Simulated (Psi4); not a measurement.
**ULRC-wPBE/6-31++G(d,p) (density fitting, Cartesian functions) run of CH2F (SMILES [CH2]F)**

Wanted: a structure relaxation of CH2F. 

The results are computed with Psi4 1.11.

2 further runs of the same task are left out: 1 that didn't finish, 1 set aside as unsound or not needed.

## (1) The system as given

CH2F: 4 atoms, total charge 0, spin state doublet. As SMILES, `[CH2]F`. All atoms were displaced at random from a relaxed shape. The run starts from this shape.

Bond lengths: C1–F2 1.255 Å, C1–H3 1.123 Å, C1–H4 1.256 Å. Angles: F2–C1–H3 111.9°, F2–C1–H4 118.1°, H3–C1–H4 110.5°.

## (2) A geometry optimisation at ULRC-wPBE/6-31++G(d,p) (density fitting, Cartesian functions)

Input file calc.dat:

```
memory 1.6 GB

molecule molecule1 {
  0 2
  C
  F 1 r2
  H 1 r3 2 a3
  H 1 r4 3 a4 2 d4

  r2 = 1.255353
  r3 = 1.123225
  a3 = 111.91676
  r4 = 1.255815
  a4 = 110.5129
  d4 = 133.84871
  symmetry c1
}

set reference uks
set geom_maxiter 60
set g_convergence gau_tight

e, wfn = opt('lrc-wpbe/6-31++G**', return_wfn=True)
```

On the command line:

```sh
$ psi4 -i calc.dat -o calc.out -n 1
```

calc.out:

```text
Psi4 1.11 release

gradient() will perform analytic gradient computation.

   => Loading Basis Set <=

    Name: 6-31++G**
    Role: ORBITAL
    Keyword: BASIS

         ---------------------------------------------------------
                                   SCF
                              UKS Reference
                        1 Threads,   1525 MiB Core
         ---------------------------------------------------------

  ==> Geometry <==

    Molecular point group: c1
    Full point group: C1

    Geometry (in Angstrom), charge = 0, multiplicity = 2:

       Center              X                  Y                   Z               Mass
    ------------   -----------------  -----------------  -----------------  -----------------
         C            0.025894146187    -0.010063404324    -0.691550088914    12.000000000000
         F            0.025894146187    -0.010063404324     0.563802911086    18.998403162730
         H            0.025894146187     1.031982877536    -1.110804125373     1.007825032230
         H           -0.822339121652    -0.722455475018    -1.283216528023     1.007825032230

  Running in c1 symmetry.

  Rotational constants: A =      7.60388  B =      1.11821  C =      1.01061 [cm^-1]
  Rotational constants: A = 227958.68176  B =  33523.12296  C =  30297.45620 [MHz]
  Nuclear repulsion =   33.014515433910979

  Charge       = 0
  Multiplicity = 2
  Electrons    = 17
  Nalpha       = 9
  Nbeta        = 8

  ==> Algorithm <==

  SCF Algorithm Type is DF.
  DIIS enabled.
  MOM disabled.
  Fractional occupation disabled.
  Guess Type is SAD.
  Energy threshold   = 1.00e-08
  Density threshold  = 1.00e-08
  Integral threshold = 1.00e-12

  ==> Primary Basis <==

  Basis Set: 6-31++G**
    Blend: 6-31++G**
    Number of shells: 24
    Number of basis functions: 50
    Number of Cartesian functions: 50
    Spherical Harmonics?: false
    Max angular momentum: 2

  ==> DFT Potential <==

   => LibXC <=

    Version 7.1.2

   => Composite Functional: LRC-WPBE <=

    LRC-WPBE GGA Exchange-Correlation Functional

    Deriv               =              1
    GGA                 =           TRUE
    Meta                =          FALSE

    Exchange Hybrid     =          FALSE
    MP2 Hybrid          =          FALSE

   => Exchange Functionals <=

    1.0000   HJS screened exchange PBE version [omega = 0.3000]

   => Exact (HF) Exchange <=

    1.0000            HF,LR [omega = 0.3000]

   => Correlation Functionals <=

    1.0000   Perdew, Burke & Ernzerhof

   => LibXC Density Thresholds  <==

    XC_HYB_GGA_XC_LRC_WPBE:  1.00E-15

   => Molecular Quadrature <=

    Radial Scheme          =       TREUTLER
    Pruning Scheme         =           NONE
    Nuclear Scheme         =       TREUTLER

    Blocking Scheme        =         OCTREE
    BS radius alpha        =              1
    Pruning alpha          =              1
    Radial Points          =             75
    Spherical Points       =            302
    Total Points           =          88620
    Total Blocks           =            713
    Max Points             =            255
    Max Functions          =             50
    Weights Tolerance      =       1.00E-15

   => Loading Basis Set <=

    Name: (6-31++G** AUX)
    Role: JKFIT
    Keyword: DF_BASIS_SCF

  ==> Integral Setup <==

  DFHelper Memory: AOs need 0.016 GiB; user supplied 0.995 GiB.
  SCF_SUBTYPE=INCORE selected. In-core MEM_DF algorithm will be used.
  Using in-core AOs.

  ==> MemDFJK: Density-Fitted J/K Matrices <==

    J tasked:                   Yes
    K tasked:                    No
    wK tasked:                  Yes
    Omega:                3.000E-01
    Memory [MiB]:              1018
    Algorithm:                 Core
    Schwarz Cutoff:           1E-12
    Mask sparsity (%):       0.0000
    Fitting Condition:        1E-10

   => Auxiliary Basis Set <=

  Basis Set: (6-31++G** AUX)
    Blend: AUG-CC-PVDZ-JKFIT
    Number of shells: 80
    Number of basis functions: 272
    Number of Cartesian functions: 272
    Spherical Harmonics?: false
    Max angular momentum: 3

  Cached 100.0% of DFT collocation blocks in 0.123 [GiB].

  Minimum eigenvalue in the overlap matrix is 3.2173813224E-03.
  Reciprocal condition number of the overlap matrix is 4.3223416420E-04.
    Using symmetric orthogonalization.

  ==> Pre-Iterations <==

  SCF Guess: Superposition of Atomic Densities via on-the-fly atomic UHF (no occupation information).

   -------------------------
    Irrep   Nso     Nmo
   -------------------------
     A         50      50
   -------------------------
    Total      50      50
   -------------------------

  ==> Iterations <==

                           Total Energy        Delta E     RMS |[F,P]|

[... 4 lines left out ...]
   @DF-UKS iter   4:  -138.94739275483911   -4.92459e-04   3.41947e-04 ADIIS/DIIS
[... 8 lines left out ...]
   @DF-UKS iter  13:  -138.94758948433233   -5.11591e-13   2.81464e-09 DIIS
[... 57 lines left out ...]
    Nuclear Repulsion Energy =             33.0145154339109794
[... 31 lines left out ...]
 Dipole Z            :          2.4808961           -2.7761872           -0.2952911
[... 256 lines left out ...]
   @DF-UKS iter   1:  -138.96618506161002    2.83396e-02   1.10967e-03 ADIIS/DIIS
[... 8 lines left out ...]
   @DF-UKS iter  10:  -138.96777751024052   -8.25935e-11   2.92660e-08 DIIS
[... 23 lines left out ...]
  @DF-UKS Final Energy:  -138.96777751024706
[... 34 lines left out ...]
 Dipole Y            :         -0.1489245            0.2518942            0.1029697
[... 193 lines left out ...]
   @DF-UKS iter   0:  -138.97444983182504   -1.38974e+02   1.93443e-03
[... 8 lines left out ...]
   @DF-UKS iter   9:  -138.97032139772344   -5.74829e-10   6.40008e-08 DIIS
[... 17 lines left out ...]
    Final Occupation by Irrep:
[... 40 lines left out ...]
 Dipole X            :          0.3078061           -0.5275803           -0.2197742
[... 192 lines left out ...]
                           Total Energy        Delta E     RMS |[F,P]|
[... 9 lines left out ...]
   @DF-UKS iter   8:  -138.97084715713379   -2.67653e-09   1.67590e-07 DIIS
[... 17 lines left out ...]
    Final Occupation by Irrep:
[... 40 lines left out ...]
 Dipole X            :          0.2705176           -0.4671550           -0.1966374
[... 192 lines left out ...]
                           Total Energy        Delta E     RMS |[F,P]|
[... 9 lines left out ...]
   @DF-UKS iter   8:  -138.97097140679776   -4.42526e-10   7.30669e-08 DIIS
[... 17 lines left out ...]
    Final Occupation by Irrep:
[... 40 lines left out ...]
 Dipole X            :          0.2443246           -0.4316953           -0.1873707
[... 192 lines left out ...]
                           Total Energy        Delta E     RMS |[F,P]|
[... 9 lines left out ...]
   @DF-UKS iter   8:  -138.97101315190369   -1.74595e-10   4.23633e-08 DIIS
[... 23 lines left out ...]
  @DF-UKS Final Energy:  -138.97101315191645
[... 34 lines left out ...]
 Dipole Y            :         -0.0552822            0.0995881            0.0443059
[... 193 lines left out ...]
   @DF-UKS iter   0:  -138.97359640413947   -1.38974e+02   1.87951e-04
[... 8 lines left out ...]
   @DF-UKS iter   9:  -138.97103523085349   -7.53175e-12   8.43361e-09 DIIS
[... 26 lines left out ...]
    Nuclear Repulsion Energy =             31.9686677441630032
[... 31 lines left out ...]
 Dipole Z            :          2.2612427           -2.8129424           -0.5516997
[... 193 lines left out ...]
   @DF-UKS iter   1:  -138.97103552002810    1.37951e-04   2.39918e-05 DIIS
[... 8 lines left out ...]
  Energy and wave function converged.
[... 26 lines left out ...]
    One-Electron Energy =                -254.5934696478726096
[... 72 lines left out ...]
    Weights Tolerance      =       1.00E-15
[... 152 lines left out ...]
   @DF-UKS iter   2:  -138.97103897538904   -4.85369e-07   5.63478e-06 DIIS
[... 16 lines left out ...]
   @S^2 Expected:                7.500000000E-01
[... 18 lines left out ...]
    DFT Exchange-Correlation Energy =     -13.7272484052815074
[... 118 lines left out ...]
	Measures of convergence in internal coordinates in au.
[... 106 lines left out ...]
   @DF-UKS iter   4:  -138.97103919211185   -3.90412e-09   3.27773e-07 DIIS
[... 16 lines left out ...]
   @S   Observed:                5.000000000E-01
[... 18 lines left out ...]
    Total Energy =                       -138.9710391926892896
[... 196 lines left out ...]
    Weights Tolerance      =       1.00E-15
[... 28 lines left out ...]
  Energy and wave function converged.
[... 26 lines left out ...]
    One-Electron Energy =                -254.5916630344662508
[... 72 lines left out ...]
    Weights Tolerance      =       1.00E-15
[... 152 lines left out ...]
   @DF-UKS iter   2:  -138.97103921399014   -9.26264e-11   9.15333e-08 DIIS
[... 16 lines left out ...]
   @S   Observed:                5.000000000E-01
[... 26 lines left out ...]
       9A      0.020249    10A      0.043847    11A      0.066031
      12A      0.088956    13A      0.140020    14A      0.175221
      15A      0.189260    16A      0.256799    17A      0.281153
[... 10 lines of this table left out ...]
      48A      3.482984    49A      4.493322    50A      5.199791

    Final Occupation by Irrep:
              A
    DOCC [     8 ]
    SOCC [     1 ]
    NA   [     9 ]
    NB   [     8 ]

  @DF-UKS Final Energy:  -138.97103921402385

   => Energetics <=

    Nuclear Repulsion Energy =             31.9668904446869924
    One-Electron Energy =                -254.5915890771763372
    Two-Electron Energy =                  97.3808969245625917
    DFT Exchange-Correlation Energy =     -13.7272375060970742
    Empirical Dispersion Energy =           0.0000000000000000
    VV10 Nonlocal Energy =                  0.0000000000000000
    Total Energy =                       -138.9710392140238469

  UHF NO Occupations:
  HONO-2 :    7  A 1.9997723
  HONO-1 :    8  A 1.9989571
  HONO-0 :    9  A 1.0000000
  LUNO+0 :   10  A 0.0010429
  LUNO+1 :   11  A 0.0002277
  LUNO+2 :   12  A 0.0002131
  LUNO+3 :   13  A 0.0001093

Computation Completed

Properties will be evaluated at   0.000000,   0.000000,   0.000000 [a0]

Properties computed using the SCF density matrix

 Multipole Moments:

 ------------------------------------------------------------------------------------
     Multipole            Electronic (a.u.)      Nuclear  (a.u.)        Total (a.u.)
 ------------------------------------------------------------------------------------

 L = 1.  Multiply by 2.5417464519 to convert [e a0] to [Debye]
 Dipole X            :          0.2076171           -0.3728893           -0.1652722
 Dipole Y            :         -0.0451223            0.0810408            0.0359185
 Dipole Z            :          2.2632642           -2.8165313           -0.5532671
 Magnitude           :                                                    0.5785409

 ------------------------------------------------------------------------------------

	total time  =          2 seconds =       0.03 minutes

         ------------------------------------------------------------
                                   SCF GRAD
         ------------------------------------------------------------

  ==> Geometry <==

    Molecular point group: c1
    Full point group: C1

    Geometry (in Angstrom), charge = 0, multiplicity = 2:

       Center              X                  Y                   Z               Mass
    ------------   -----------------  -----------------  -----------------  -----------------
         C            0.012522399100    -0.002721520424    -0.747507942471    12.000000000000
         F            0.012522399100    -0.002721520424     0.599523794038    18.998403162730
         H            0.012522399100     0.985592278894    -1.200554816555     1.007825032230
         H           -0.397682881781    -0.901884507580    -1.200555850228     1.007825032230

  Nuclear repulsion =   31.966890444686996

   => Molecular Quadrature <=

    Radial Scheme          =       TREUTLER
    Pruning Scheme         =           NONE
    Nuclear Scheme         =       TREUTLER

    Blocking Scheme        =         OCTREE
    BS radius alpha        =              1
    Pruning alpha          =              1
    Radial Points          =             75
    Spherical Points       =            302
    Total Points           =          88536
    Total Blocks           =            722
    Max Points             =            256
    Max Functions          =             50
    Weights Tolerance      =       1.00E-15

  -Total Gradient:
     Atom            X                  Y                   Z
    ------   -----------------  -----------------  -----------------
       1        0.000000758439    -0.000000494509    -0.000002334248
       2        0.000000168907     0.000000038509    -0.000002761412
       3        0.000000283717     0.000000125358    -0.000001865137
       4        0.000000329557    -0.000000004222    -0.000001854931

	total time  =          1 seconds =       0.02 minutes

    			-----------------------------------------

    			 OPTKING 3.0: for geometry optimizations

    			        with contributions from

    			-----------------------------------------

	                            ===> Fragment 1 <==

	 Z (Atomic Numbers)          Masses                          Geom
	       6.000000            12.000000          0.02366390 -0.00514293 -1.41258529
	       9.000000            18.998403          0.02366390 -0.00514293  1.13293578
	       1.000000             1.007825          0.02366390  1.86249948 -2.26871980
	       1.000000             1.007825         -0.75151173 -1.70431472 -2.26872176

	 - Coordinate -           - BOHR/RAD -       - ANG/DEG -
	 R(1,2)           =         2.545521           1.347032
	 R(1,3)           =         2.054520           1.087205
	 R(1,4)           =         2.054520           1.087205
[... 5 lines of this table left out ...]
	 O(4,1,2,3)       =         0.386882          22.166698

	        --- Internal Coordinate Step in ANG or DEG, aJ/ANG or AJ/DEG ---
	-------------------------------------------------------------------------------
	           Coordinate      Previous         Force          Change          New
	           ----------      --------        ------          ------        ------
	               R(1,2)       1.34703        0.00000        0.00000       1.34703
	               R(1,3)       1.08721       -0.00000       -0.00000       1.08721
	               R(1,4)       1.08721        0.00000        0.00000       1.08721
[... 5 lines of this table left out ...]
	           O(4,1,2,3)      22.16670       -0.00000       -0.00102      22.16568
	-------------------------------------------------------------------------------

	                                 ==> Convergence Check <==

	Measures of convergence in internal coordinates in au.

	Criteria marked as inactive (o), active & met (*), and active & unmet ( ).

	----------------------------------------------------------------------------------------------
	   Step    Total Energy     Delta E     Max Force     RMS Force      Max Disp      RMS Disp
	----------------------------------------------------------------------------------------------
	  Convergence Criteria              o    1.50e-05 *    1.00e-05 *    6.00e-05 *    4.00e-05 *
	----------------------------------------------------------------------------------------------
	    12    -138.97103921   -2.74e-08 o    5.61e-07 *    2.81e-07 *    2.06e-05 *    1.10e-05 *  ~
	----------------------------------------------------------------------------------------------

Next Geometry in Ang
	Fragment 1 (Ang)

	    C   0.0125171494  -0.0027201684  -0.7475067707
	    F   0.0125239761  -0.0027220623   0.5995251326
	    H   0.0125243022   0.9855921749  -1.2005562047
	    H  -0.3976811121  -0.9018852136  -1.2005569724

    Final optimized geometry and variables:
    Molecular point group: c1
    Full point group: C1

    Geometry (in Angstrom), charge = 0, multiplicity = 2:

    C
    F             1          r2
    H             1          r3      2          a3
    H             1          r4      3          a4      2          d4

    a3        =  114.6269047266
    a4        =  125.3217840178
    d4        =  152.4561594802
    r2        =    1.3470317365
    r3        =    1.0872054249
    r4        =    1.0872050665

    Psi4 run time: 0:01:06.91

[set-up sections that repeat, and orbital energies of the middle runs, are left out above]
```

The script printed:

```text
Optimizer: Optimization complete!
```

It took 69 s on 1 thread of Intel Xeon Platinum 8259CL at 2.50GHz (Skylake/Cascade Lake), shared host; peak memory 0.38 GiB.

The path in brief:

| step | energy from the first frame kept (eV) | largest force (eV/Å) |
| --- | --- | --- |
| 0 | 0.0000 | 7.2500 |
| 1 | -0.5493 | 2.4537 |
| 2 | -0.6186 | 0.6379 |
| 3 | -0.6329 | 0.4426 |
| 4 | -0.6363 | 0.2717 |
| 5 | -0.6374 | 0.1062 |
| 6 | -0.6380 | 0.0251 |
| 7 | -0.6381 | 0.0089 |
| 8 | -0.6381 | 0.0024 |
| 9 | -0.6381 | 0.0008 |
| 10 | -0.6381 | 0.0003 |
| 11 | -0.6381 | 0.0001 |

After the run. Bond lengths: C1–F2 1.347 Å, C1–H3 1.087 Å, C1–H4 1.087 Å. Angles: F2–C1–H3 114.6°, F2–C1–H4 114.6°, H3–C1–H4 125.3°.

## (3) Outcome

At ULRC-wPBE/6-31++G** (density fitting, Cartesian functions):

```
                          quantity          value
           total energy at the end  -138.97104 Eh
                     dipole moment         1.47 D
HOMO energy (highest over α and β)       -8.72 eV
 LUMO energy (lowest over α and β)        0.55 eV
                              ⟨S²⟩          0.753
```

At the final geometry: Bond lengths: C1–F2 1.347 Å, C1–H3 1.087 Å, C1–H4 1.087 Å. Angles: F2–C1–H3 114.6°, F2–C1–H4 114.6°, H3–C1–H4 125.3°. The optimisation took 12 steps and changed the energy by -0.638 eV.
